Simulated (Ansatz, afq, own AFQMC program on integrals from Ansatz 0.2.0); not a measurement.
Integrals from Ansatz 0.2.0, then the random walk in our own AFQMC program (afq).

```yaml
crystal:
  periodic: [false, false, false]
  atoms:
    - {symbol: Al, position_ang: [0.000000, -0.223190, 2.288777]}
    - {symbol: C, position_ang: [0.000000, 0.756460, 0.702219]}
    - {symbol: Ga, position_ang: [0.000000, -0.070755, -1.016840]}
    - {symbol: H, position_ang: [0.000000, 1.854907, 0.702710]}
basis:
  gaussian: {orbitals: cc-pVDZ}
magnetization: {spin_polarized: true, initial_magnetization: 1}
correlation: {method: ccsd_t, electrons: outside_noble_gas, hamiltonian_folder: ham}
```

```sh
$ ansatz run in.yaml --threads 1 --pin off --events-out ev --progress --plain --max-ram 1382MiB
```

afq runs on the folder ham with

```
--method free --trial cisd --walkers 60 --time-step 0.03 --max-blocks 80 --target-error 0.0004 --factor-cut 1e-05 --seed 6763 --times 0,0.21,0.42,0.81,1.2,1.8,2.4,3 --taylor-order 8
```

Times are imaginary, in 1/Eh. The walk had a cap of 2099 s. Filled inner d shells are frozen with the cores.

Output of the walk:

```
orbitals 44  electrons 6 5  factors 358 of 683
reference energy -2203.49260444 Eh
CCSD correlation -0.25430032 Eh in 17 cycles, weight of the determinant in the CISD state 0.7837
repeat  energy at the last time / Eh  error
    10  -2203.763988  0.002093
    20  -2203.764237  0.001940
    30  -2203.763449  0.001749
    40  -2203.762844  0.001512
    50  -2203.763435  0.001422
    60  -2203.763599  0.001254
    70  -2203.763299  0.001118
    80  -2203.762933  0.001034
time / (1/Eh)  energy / Eh  error  mean overlap
  0.00  -2203.747257  0.000372  1.2769
  0.21  -2203.752260  0.000413  1.2824
  0.42  -2203.755767  0.000423  1.2833
  0.81  -2203.759133  0.000501  1.2766
  1.20  -2203.761052  0.000584  1.2753
  1.80  -2203.761753  0.000678  1.2774
  2.40  -2203.762624  0.000767  1.2873
  3.00  -2203.762933  0.001034  1.2746
energy -2203.762933 +/- 0.001034 Eh
```

The run passed its tests (error under three times the target), which doesn't prove that it has relaxed.

Against this walk (error 28.1 meV) on the same determinant: CCSD(T) 67.9 meV higher, CCSDT(Q) 29.0 meV lower (within the noise). The error is statistical, and a free projection of finite length keeps a remainder of its start. The determinant has ⟨S²⟩ = 0.96, so the low cluster orders mix in higher spin, and so can this walk. None of these is a sure reference here.

Cautions: remainder of the start not in the error; start is not spin pure; error above the target (28.1 against 10.9 meV); no relativity below Rb; no spin-orbit coupling; inner d shell frozen; higher spins were not checked; an unrestricted solution with more broken spin lies lower (264 meV, ⟨S²⟩ 1.07); strong correlation (T1 0.051, weight of the determinant 0.78, largest double 0.08); unrestricted determinant spin contaminated (⟨S²⟩ 0.96 against 0.75).

The walk took 6.3 min on 1 thread of Intel(R) Xeon(R) Platinum 8488C (Sapphire Rapids) (shared host). The log's last line is the free-projection energy.

CCSDT and higher add their correlation energy to the determinant of the CCSD(T) run, since their own runs factorise the integrals more tightly (a shift of under 2 meV). A walk keeps the symmetry of its determinant, which the program's search chose and which needn't be the lowest solution, so a lower state of the same spin and another symmetry isn't excluded.
